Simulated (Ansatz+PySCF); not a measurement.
The numbers below are computed, except where a source is named.
## Ansatz (development build ahead of 0.2.0) run

```yaml
crystal:
  periodic: [false, false, false]
  atoms:
    - { symbol: H, position_ang: [0.0, 0.0, -2.24554] }
    - { symbol: Cl, position_ang: [0.0, 0.0, 0.13209] }
basis:
  gaussian: { orbitals: "6-31G" }
hamiltonian:
  xc: pbe0
scf:
  omitted_lower_state_checks: [starts, atomic_configurations, cluster_reference, orbital_swaps, given_window_search, neighbouring_geometries, increment]
output:
  forces: true
```

The input is written out in the form of the current development build from the run's settings.

The run gave:

| Item | Value |
| --- | --- |
| Converged | yes |
| Total energy | -460.47226 hartree |
| Spin squared of the determinant | 0.000 |
| Stability test | minimum among restricted orbitals |

Forces (eV/Å):
| atom | Fx | Fy | Fz |
| --- | --- | --- | --- |
| H1 | 0.000 | 0.000 | 3.034 |
| Cl2 | 0.000 | 0.000 | -3.034 |

Caution: an unrestricted determinant lies well below.
